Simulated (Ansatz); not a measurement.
One change: `C#C/C=C/F` becomes `N/C=C\F`.

Ansatz, PBE0-D4/def2-TZVP geometries, multiplicity 1. Each molecule was computed in one conformer, which needn't be the lowest.

```csv
property,`C#C/C=C/F`
LUMO energy (PBE/def2-TZVPP) / eV,-1.81
LUMO energy (ωB97M-V/def2-TZVPP) / eV,1.23
HOMO–LUMO gap (PBE/def2-TZVPP) / eV,4.19
size of the dipole moment (PBE/def2-TZVPP) / D,0.61
size of the dipole moment (ωB97M-V/def2-TZVPP) / D,0.78
HOMO–LUMO gap (B3LYP/def2-TZVPP) / eV,5.80
```

(1) Give the same properties after the change, and the shifts. (Best estimate.)

Answers

(1) Computed: 
```tsv
property	`N/C=C\F`	shift
LUMO energy (PBE/def2-TZVPP) / eV	0.10	1.91
LUMO energy (ωB97M-V/def2-TZVPP) / eV	2.46	1.23
HOMO–LUMO gap (PBE/def2-TZVPP) / eV	4.90	0.71
size of the dipole moment (PBE/def2-TZVPP) / D	1.91	1.30
size of the dipole moment (ωB97M-V/def2-TZVPP) / D	1.99	1.21
HOMO–LUMO gap (B3LYP/def2-TZVPP) / eV	6.46	0.66
```

With PBE0 the HOMO rises by 1.09 eV and the LUMO rises by 1.88 eV, so the gap widens by about 0.79 eV. PBE moves the HOMO by 1.22 eV and ωB97M-V by 0.96 eV. Dipoles are sizes alone; their direction can turn.

B3LYP here is the variant with VWN-RPA as its local correlation; programs differ in this.
